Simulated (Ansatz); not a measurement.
# Scan of [H···H···Cl], doublet

Starting geometry:

```yaml
atoms:
  - { symbol: H, position_ang: [0.0000, 0.0000, -1.0520] }
  - { symbol: H, position_ang: [0.0000, 0.0000, -0.3070] }
  - { symbol: Cl, position_ang: [0.0000, 0.0000, 1.3590] }
```

From there H2 is moved from one fragment to the other while all else, the fragments' distance too, stays fixed; atoms are numbered as listed. Energies are in kcal/mol, counted from the starting geometry at the same level. Kohn–Sham curves are unrestricted where that lies lower.

Basis 6-31G; Ansatz 0.2.0. Only valence electrons are correlated (noble-gas cores frozen).

In so small a basis the reference is far from its limit while semilocal and hybrid functionals are nearer theirs (RPA and double hybrids share much of the reference's basis error), so the functionals' errors here hold much of the reference's basis and frozen-core error, which can add to them or hide them.

Full CI is exact within this basis and frozen core; it isn't the basis-set limit.

```tsv
distance H1-H2 (Å)	full CI	PBE	revPBE	r2SCAN	PBE0	B3LYP	BHLYP	wB97M-V	B2PLYP	RPA-PBE
0.693	0.5	2.4	2.1	2.0	1.8	1.6	0.8	1.2	1.0	0.4
0.745	0.0	0.0	0.0	0.0	0.0	0.0	0.0	0.0	0.0	0.0
0.790	1.0	-0.5	-0.3	-0.3	-0.1	0.1	0.7	0.4	0.6	1.1
0.835	2.8	-0.1	0.3	0.3	0.7	1.1	2.3	1.6	2.0	3.1
0.880	4.8	0.8	1.4	1.3	1.9	2.6	4.1	3.3	3.7	5.4
0.926	6.8	2.1	2.9	2.5	3.4	4.4	6.1	5.0	5.5	7.8
0.971	8.5	3.6	4.5	3.7	4.8	6.2	7.9	6.7	7.3	10.0
1.016	10.1	5.3	6.3	5.1	6.3	8.1	9.6	8.3	8.9	12.1
1.061	11.5	7.2	8.3	6.8	8.0	10.1	11.4	10.1	10.6	14.1
```
